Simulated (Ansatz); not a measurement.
# C3H3F3: one species, many methods

The task here is to estimate one member of a computed series from the others.

The runs use Ansatz 0.2.0, Gaussian basis; functionals in def2-TZVPP, the program's frozen cores in correlated methods.

Plan: LDA (SPW92), PBE-D4, revPBE-D4, BLYP-D4, r2SCAN-D4, B97M-V, PBE0-D4, B3LYP-D4, r2SCANh-D4, r2SCAN0-D4, HSE06-D4, BHLYP-D4, CAM-B3LYP-D4, LC-ωPBE, ωB97X-V, ωB97M-V, B2PLYP, PBE-QIDH; CCSD(T)/def2-SVP; CCSD(T)/def2-TZVPP; MP2/def2-QZVPP; extrapolation to the limit; RPA on PBE.

## The relaxed structure

All runs share one geometry, relaxed beforehand with PBE0-D4 in a triple-zeta def2 set.

SMILES `C=C(F)C(F)F`, 9 atoms, charge 0, spin multiplicity 1.

Atoms are counted from 1 here; the program's logs count them from 0.

Bond lengths: C1–C2 1.316 Å, C1–H7 1.080 Å, C1–H8 1.082 Å, C2–F3 1.337 Å, C2–C4 1.498 Å, C4–F5 1.349 Å, C4–F6 1.356 Å, C4–H9 1.096 Å. Angles: C2–C1–H7 119.5°, C2–C1–H8 120.8°, H7–C1–H8 119.7°, C1–C2–F3 122.5°, C1–C2–C4 127.0°, F3–C2–C4 110.6°, C2–C4–F5 110.4°, C2–C4–F6 109.8°, C2–C4–H9 111.9°, F5–C4–F6 108.0°, F5–C4–H9 108.9°, F6–C4–H9 107.7°.

As a file:

```xyz
9
charge 0, multiplicity 1
C    -0.0731   -1.3841    0.3261
C     0.3375   -0.1362    0.4014
F     1.2254    0.2735    1.3127
C    -0.0711    1.0014   -0.4836
F    -0.9035    0.5687   -1.4526
F    -0.7262    1.9386    0.2451
H    -0.7888   -1.6635   -0.4326
H     0.2945   -2.1312    1.0165
H     0.7937    1.4867   -0.9502
```

Set-up of the first run:

in.yaml reads:

```yaml
crystal:
  periodic: [false, false, false]
  atoms:
    - {symbol: C, position_ang: [-0.073063, -1.384098, 0.326146]}
    - {symbol: C, position_ang: [0.337545, -0.136217, 0.401419]}
    - {symbol: F, position_ang: [1.225442, 0.273479, 1.312698]}
    - {symbol: C, position_ang: [-0.071083, 1.001365, -0.483591]}
    - {symbol: F, position_ang: [-0.903517, 0.568737, -1.452554]}
    - {symbol: F, position_ang: [-0.726224, 1.938553, 0.245086]}
    - {symbol: H, position_ang: [-0.788828, -1.663514, -0.432648]}
    - {symbol: H, position_ang: [0.294536, -2.131244, 1.016496]}
    - {symbol: H, position_ang: [0.793691, 1.486737, -0.950152]}
basis:
  gaussian: {orbitals: def2-TZVPP}
hamiltonian: {xc: lda}
output: {orbitals: {seedname: orbitals}}
```

Command:

```bash
$ ansatz run in.yaml --threads 4 --pin off --events-out ev --progress --plain --max-ram 10444MiB
```

Among the steps run: LDA; PBE-D4 (GGA); revPBE-D4 (GGA); BLYP-D4 (GGA); r2SCAN-D4 (meta-GGA); B97M-V (meta-GGA); B3LYP-D4 (hybrid); r2SCANh-D4 (hybrid); r2SCAN0-D4 (hybrid); HSE06-D4 (hybrid); BHLYP-D4 (hybrid); CAM-B3LYP-D4 (range-separated); LC-ωPBE (range-separated); ωB97X-V (range-separated); ωB97M-V (range-separated); B2PLYP (double hybrid); PBE-QIDH (double hybrid).

One table of the session follows, with a row left open; its other results are not shown here.

It belongs to the step «Orbital energies across the functionals». 

| functional | HOMO (eV) | gap (eV) |
| --- | --- | --- |
| LDA (SPW92) | -7.16 | 5.41 |
| PBE-D4 | -6.94 | 5.46 |
| revPBE-D4 | -6.85 | 5.49 |
| BLYP-D4 | -6.81 | 5.44 |
| r2SCAN-D4 | ? | ? |
| B97M-V | -7.22 | 6.03 |
| PBE0-D4 | -8.23 | 7.77 |
| B3LYP-D4 | -8.01 | 7.27 |
| r2SCANh-D4 | -7.68 | 6.79 |
| r2SCAN0-D4 | -8.40 | 8.07 |
| HSE06-D4 | -7.82 | 6.98 |
| BHLYP-D4 | -9.38 | 10.00 |
| CAM-B3LYP-D4 | -9.63 | 10.29 |
| LC-ωPBE | -11.01 | 12.91 |
| ωB97X-V | -10.61 | 12.44 |
| ωB97M-V | -10.51 | 12.22 |

**Question.** Estimate the row for r2SCAN-D4.

Worked estimate for «HOMO (eV)». Against the share of exact exchange, r2SCANh-D4 (0.1, -7.68), r2SCAN0-D4 (0.25, -8.40) give a slope of -4.80 per unit share; at 0 the line stands at -7.20.

The run gave: HOMO (eV): -7.19; gap (eV): 5.94. In «HOMO (eV)» the line misses by -0.01.
